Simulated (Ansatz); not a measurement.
CH₂ClO (charge -1), closed shell: a pair in one relaxed arrangement.

The input file, in.yaml:

```yaml
crystal:
  periodic: [false, false, false]
  atoms:
    - {symbol: Cl, position_ang: [0.252126, -0.151763, -2.269685]}
    - {symbol: C, position_ang: [-0.063246, 0.037673, 0.553742]}
    - {symbol: O, position_ang: [-1.054226, 0.422153, 1.131598]}
    - {symbol: H, position_ang: [0.107962, -1.024195, 0.314285]}
    - {symbol: H, position_ang: [0.757384, 0.716132, 0.270060]}
basis:
  gaussian: {orbitals: def2-SVP}
total_charge: -1
hamiltonian: {xc: pbe0, dispersion: d4}
```

Launched with

```bash
ansatz run in.yaml --threads 2 --pin off --events-out ev --progress --plain --max-ram 5222MiB
```

Output of Ansatz 0.2.0:

```
Functional definition: PBE0
  name "PBE0"
  cite "Adamo & Barone, J. Chem. Phys. 110, 6158 (1999) doi:10.1063/1.478522"
  cite "Perdew, Burke & Ernzerhof, Phys. Rev. Lett. 77, 3865 (1996) doi:10.1103/PhysRevLett.77.3865"
  parent pbe
  parameter a = 0.25
  parameter kappa = 0.804
  parameter beta = 0.06672455060314922
  exchange = (1 - a)*pbe_x(kappa = kappa, mu = beta*pi^2/3) + a*exact_x
  correlation = pbe_c(beta = beta)
541 factors; integrals over basis functions are off by at most 1.1e-3 eV
mean field evaluation 1: about -15625.5046 eV, gradient 1.1e1 eV
mean field evaluation 2: about -15625.4388 eV, gradient 1.2e1 eV
mean field evaluation 4: about -15625.8962 eV, gradient 1.1e0 eV
mean field evaluation 8: about -15626.0331 eV, gradient 1.5e-1 eV
mean field evaluation 16: about -15626.0331 eV, gradient 1.9e-5 eV
mean field -15626.03312115 eV, -574.2461254965 hartree, gradient 1.9e-5 eV, S^2 0.000000; 0 other end points of the search recorded, 0 dependent functions left out
reference -15626.03313569 eV, -574.2461260310 hartree; 17, 17 occupied and 39, 39 virtual orbitals, 541 factors
Total energy: -15626.09243767 eV, -574.2483053386 hartree
```

The lines “mean field evaluation” count trial sets of orbitals through the whole run, from several starts and some on an approximate energy, so they need not fall steadily or lie above the final value.

The run took about 0.65 s on 2 CPU threads of an Intel Xeon Platinum 8259CL (shared host).
